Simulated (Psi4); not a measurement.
**BNH2Cl (SMILES N[B]Cl): levels of theory compared**

We compute a comparison of 3 runs (UB2PLYP/6-31G*, UPBE0/def2-SVP, UMP2/def2-SVPD) of BNH2Cl. 

Program for the calculation: Psi4 1.11.

6 further runs of the same task are left out: 3 that didn't finish, 3 set aside as unsound or not needed.

## (1) Starting point

The species is BNH2Cl (5 atoms), meant as a doublet with charge 0. SMILES: `N[B]Cl`. Geometry: relaxed at PBE0-D4/def2-TZVP. This is one conformer, not always the lowest.

Bond lengths: N1–B2 1.376 Å, B2–Cl3 1.746 Å, N1–H4 1.005 Å, N1–H5 1.010 Å. Angles: N1–B2–Cl3 124.3°, B2–N1–H4 122.3°, B2–N1–H5 123.4°, H4–N1–H5 114.3°.

## (2) A single-point energy at UB2PLYP/6-31G(d) (density fitting for correlation, spherical functions) (run 1)

The input, job.dat:

```
memory 1600 mb

molecule mol {
  0 2
  N     -0.334000     0.412100    -0.256700
  B     -0.098400    -0.544600     0.704400
  Cl     1.343200    -1.526200     0.784600
  H     -1.176700     0.959900    -0.273100
  H      0.315800     0.625100    -1.000600
  units angstrom
  symmetry c1
}

set globals {
  basis 6-31G*
  reference uks
  puream true
  e_convergence 1e-09
  d_convergence 1e-08
  scf_type pk
  dft_radial_points 99
  dft_spherical_points 590
  num_frozen_docc 7
  maxiter 200
}

energy('b2plyp')
print_variables()
```

Started as:

```console
$ psi4 -i job.dat -o job.out -n 1
```

job.out:

```text
[...]
  Running in c1 symmetry.
[...]
  Nuclear repulsion =   77.618076098494583
[...]
  Multiplicity = 2
[...]
  Nalpha       = 16
  Nbeta        = 15
[...]
    Number of basis functions: 50
[...]
   @UKS iter   1:  -540.51645448291231   -2.87577e-01   1.03215e-02 ADIIS/DIIS
[...]
   @UKS iter  13:  -540.63636911419962   -2.84217e-12   6.36297e-09 DIIS
[...]
   @S^2 Observed:                7.532259105E-01
[...]
    Orbital Energies [Eh]
    ---------------------
    Alpha Occupied:
       1A   -102.892374     2A    -14.859835     3A     -9.904476
       4A     -7.543627     5A     -7.538801     6A     -7.538793
       7A     -7.160401     8A     -1.015562     9A     -0.940799
      10A     -0.614796    11A     -0.603657    12A     -0.492527
      13A     -0.414014    14A     -0.395043    15A     -0.350397
      16A     -0.253783
    Alpha Virtual:
      17A      0.072308    18A      0.133614    19A      0.166170
      20A      0.220946    21A      0.312535    22A      0.434685
      23A      0.492677    24A      0.499821    25A      0.517104
[...]
  @UKS Final Energy:  -540.63636911419962
   => Energetics <=
    Nuclear Repulsion Energy =             77.6180760984945834
    One-Electron Energy =                -898.1608208860035347
    Two-Electron Energy =                 298.9997007913723905
    DFT Exchange-Correlation Energy =     -19.0933251180631594
    Empirical Dispersion Energy =           0.0000000000000000
    VV10 Nonlocal Energy =                  0.0000000000000000
    Total Energy =                       -540.6363691141996242
[...]
 Multipole Moments:
 ------------------------------------------------------------------------------------
     Multipole            Electronic (a.u.)      Nuclear  (a.u.)        Total (a.u.)
 ------------------------------------------------------------------------------------
 L = 1.  Multiply by 2.5417464519 to convert [e a0] to [Debye]
 Dipole X            :          1.4910825           -1.9437844           -0.4527019
 Dipole Y            :         -2.5572846            3.4036577            0.8463731
 Dipole Z            :          1.9188477           -2.5847534           -0.6659057
 Magnitude           :                                                    1.1682110
[...]
```

It took 7.5 s on 1 thread of Intel Xeon 6975P-C (Granite Rapids), shared host; peak memory 0.58 GiB.

## (3) Energy and forces at UPBE0/def2-SVP (run 2)

The input, job.py:

```python
import psi4

psi4.set_memory(1600000000)
psi4.set_num_threads(1)
psi4.core.set_output_file('run.log', False)

molecule = psi4.geometry("""
0 2
N     -0.63116853     0.77875614    -0.48509270
B     -0.18594905    -1.02914485     1.33112308
Cl     2.53828013    -2.88410001     1.48267912
H     -2.22364073     1.81394811    -0.51608420
H      0.59677551     1.18126780    -1.89085996
units au
symmetry c1
""")

psi4.set_options({
    'basis': 'def2-SVP',
    'reference': 'uks',
    'puream': True,
    'e_convergence': 1e-09,
    'd_convergence': 1e-08,
    'scf_type': 'pk',
    'dft_radial_points': 99,
    'dft_spherical_points': 590,
    'maxiter': 200,
})

e_tot, wfn = psi4.gradient("pbe0", return_wfn=True)
psi4.oeprop(wfn, "QUADRUPOLE", "MAYER_INDICES", "DIPOLE")
print('gradient / Eh bohr^-1')
print(e_tot.np.round(6))
print(f'energy = {wfn.energy():.10f} Eh')
for k, v in sorted(psi4.core.scalar_variables().items()):
    print(f'{k:45s} {v:18.10f}')
```

Started as:

```console
$ python job.py
```

run.log (excerpt; [...] marks lines left out):

```text
[...]
  Running in c1 symmetry.
[...]
  Nuclear repulsion =   77.618076106379149
[...]
  Multiplicity = 2
[...]
  Nalpha       = 16
  Nbeta        = 15
[...]
    Number of basis functions: 56
[...]
   @UKS iter   1:  -540.36561900315826   -1.35209e-01   1.19030e-02 ADIIS/DIIS
[...]
   @UKS iter  13:  -540.56594555828553   -1.13687e-12   4.01203e-09 DIIS
[...]
   @S^2 Observed:                7.534071378E-01
[...]
  @UKS Final Energy:  -540.56594555828553
   => Energetics <=
    Nuclear Repulsion Energy =             77.6180761063791493
    One-Electron Energy =                -897.8559250850078115
    Two-Electron Energy =                 309.7095852050453004
    DFT Exchange-Correlation Energy =     -30.0376817847021229
    Empirical Dispersion Energy =           0.0000000000000000
    VV10 Nonlocal Energy =                  0.0000000000000000
    Total Energy =                       -540.5659455582855344
[...]
  -Total Gradient:
     Atom            X                  Y                   Z
    ------   -----------------  -----------------  -----------------
       1       -0.000924823789     0.001714923623    -0.001344829462
       2        0.002495900177     0.000788700474    -0.002810505879
       3       -0.003079610832     0.001998759427    -0.000062901291
       4        0.005004271732    -0.003326279689     0.000175239306
       5       -0.003498320358    -0.001174873836     0.004043494368
[...]
 Multipole Moments:
 ------------------------------------------------------------------------------------
     Multipole            Electronic (a.u.)      Nuclear  (a.u.)        Total (a.u.)
 ------------------------------------------------------------------------------------
 L = 1.  Multiply by 2.5417464519 to convert [e a0] to [Debye]
 Dipole X            :          1.6764782           -1.9437844           -0.2673062
 Dipole Y            :         -2.6180415            3.4036577            0.7856162
 Dipole Z            :          1.8512278           -2.5847534           -0.7335256
 Magnitude           :                                                    1.1075672
 L = 2.  Multiply by 1.3450342976 to convert [e a0^2] to [Debye ang]
 Quadrupole XX       :        -93.0493684           75.6966635          -17.3527049
 Quadrupole XY       :         75.2547948          -77.1128635           -1.8580688
[...]
```

Standard output:

```text
gradient / Eh bohr^-1
[[-9.250e-04  1.715e-03 -1.345e-03]
 [ 2.496e-03  7.890e-04 -2.811e-03]
 [-3.080e-03  1.999e-03 -6.300e-05]
 [ 5.004e-03 -3.326e-03  1.750e-04]
 [-3.498e-03 -1.175e-03  4.043e-03]]
energy = -540.5659455583 Eh
CURRENT ENERGY                                   -540.5659455583
CURRENT REFERENCE ENERGY                         -540.5659455583
DD SOLVATION ENERGY                                 0.0000000000
DFT FUNCTIONAL TOTAL ENERGY                      -540.5659455583
DFT TOTAL ENERGY                                 -540.5659455583
DFT VV10 ENERGY                                     0.0000000000
DFT XC ENERGY                                     -30.0376817847
GRID ELECTRONS ALPHA                               16.0000001623
GRID ELECTRONS BETA                                15.0000001686
GRID ELECTRONS TOTAL                               31.0000003309
NUCLEAR REPULSION ENERGY                           77.6180761064
ONE-ELECTRON ENERGY                              -897.8559250850
PCM POLARIZATION ENERGY                             0.0000000000
PE ENERGY                                           0.0000000000
SCF ITERATION ENERGY                             -540.5659455583
SCF ITERATIONS                                     13.0000000000
SCF TOTAL ENERGY                                 -540.5659455583
TWO-ELECTRON ENERGY                               309.7095852050
XC GRID RADIAL POINTS                              99.0000000000
XC GRID SPHERICAL POINTS                          590.0000000000
XC GRID TOTAL POINTS                           276940.0000000000
```

Wall time 11 s (1 thread of Intel Xeon 6975P-C (Granite Rapids), shared host); peak memory 0.62 GiB.

## (4) Energy and gradient at UMP2/def2-SVPD (density fitting, density fitting for correlation) (run 3)

The input, bclh2n.in:

```
memory 1600 mb

molecule {
  0 2
  N     -0.63116853     0.77875614    -0.48509270
  B     -0.18594905    -1.02914485     1.33112308
  Cl     2.53828013    -2.88410001     1.48267912
  H     -2.22364073     1.81394811    -0.51608420
  H      0.59677551     1.18126780    -1.89085996
  units au
  symmetry c1
  no_reorient
  no_com
}

set basis def2-SVPD
set reference uhf
set freeze_core true
set mp2_type df
set scf_type df

gradient("mp2")
```

Started as:

```console
$ psi4 -n 1 bclh2n.in bclh2n.out
```

bclh2n.out:

```text
[...]
  Running in c1 symmetry.
[...]
  Nuclear repulsion =   77.618076106379149
[...]
  Multiplicity = 2
[...]
  Nalpha       = 16
  Nbeta        = 15
[...]
    Number of basis functions: 83
[...]
   @DF-UHF iter   1:  -539.55646813135775   -4.79450e-01   4.68341e-03 DIIS/ADIIS
[...]
   @DF-UHF iter  19:  -539.63659001929943   -4.54747e-13   6.53801e-11 DIIS
[...]
   @S^2 Observed:                7.564433154E-01
[...]
    Orbital Energies [Eh]
    ---------------------
    Alpha Occupied:
       1A   -104.798614     2A    -15.582369     3A    -10.560428
       4A     -8.035756     5A     -8.032773     6A     -8.032475
       7A     -7.677573     8A     -1.181295     9A     -1.103708
      10A     -0.731939    11A     -0.710325    12A     -0.592988
      13A     -0.505640    14A     -0.487224    15A     -0.436267
      16A     -0.344361
    Alpha Virtual:
      17A      0.077366    18A      0.117636    19A      0.121576
      20A      0.125747    21A      0.139765    22A      0.154408
      23A      0.171239    24A      0.197924    25A      0.229500
[...]
  @DF-UHF Final Energy:  -539.63659001929943
   => Energetics <=
    Nuclear Repulsion Energy =             77.6180761063791493
    One-Electron Energy =                -897.3327470938547776
    Two-Electron Energy =                 280.0780809681761525
    Total Energy =                       -539.6365900192995468
  UHF NO Occupations:
  HONO-2 :   14  A 1.9990477
  HONO-1 :   15  A 1.9981546
[...]
 Multipole Moments:
 ------------------------------------------------------------------------------------
     Multipole            Electronic (a.u.)      Nuclear  (a.u.)        Total (a.u.)
 ------------------------------------------------------------------------------------
 L = 1.  Multiply by 2.5417464519 to convert [e a0] to [Debye]
 Dipole X            :        -36.5748598           36.1759720           -0.3988878
 Dipole Y            :         46.5005758          -45.7289155            0.7716603
 Dipole Z            :        -26.6761433           26.0585674           -0.6175759
 Magnitude           :                                                    1.0658194
[...]
	Warning: cc_lambda option is changed to TRUE
	For this residual convergence, default PCG convergence is:     1.00e-07
[...]
	DF-SCS-MP2 Total Energy (a.u.)     :  -540.01385894950567
	DF-SOS-MP2 Total Energy (a.u.)     :  -540.00823076015263
	DF-SCS(N)-MP2 Total Energy (a.u.)  :  -539.81725017536905
[...]
	DF-MP2 Total Energy (a.u.)         :  -540.02511532821200
[...]
```

It took 4.2 s on 1 thread of Intel Xeon 6975P-C (Granite Rapids), shared host; peak memory 0.64 GiB.

## (5) Overview of the runs

| run | level | task | fitting correlation | energy (Eh) | HOMO energy (eV) | LUMO energy (eV) | ⟨S²⟩ | wall time |
| --- | --- | --- | --- | --- | --- | --- | --- | --- |
| 1 | UB2PLYP/6-31G* (density fitting for correlation, spherical functions) | energy | density fitting | -540.751055 | -6.91 | 0.67 | 0.753 | 7.5 s |
| 2 | UPBE0/def2-SVP | gradient | – | -540.565946 | -5.68 | -0.98 | 0.753 | 11 s |
| 3 | UMP2/def2-SVPD (density fitting, density fitting for correlation) | gradient | density fitting | -540.025115 | -9.37 | 1.42 | 0.756 | 4.2 s |

## (6) Results

| quantity | value |
| --- | --- |
| run 3: total energy | -540.02512 Eh |
| run 3: HOMO energy (Hartree–Fock orbitals) (highest over α and β) | -9.37 eV |
| run 3: LUMO energy (Hartree–Fock orbitals) (lowest over α and β) | 1.42 eV |
| run 3: correlation energy (7 core orbitals frozen) | -388.5 mEh |
| run 3: ⟨S²⟩ of the reference determinant | 0.756 |
| run 3: largest force on an atom | 0.558 eV/Å |

Totals of different functionals can't be ranked against each other. All runs together took 22 s, the longest 11 s.
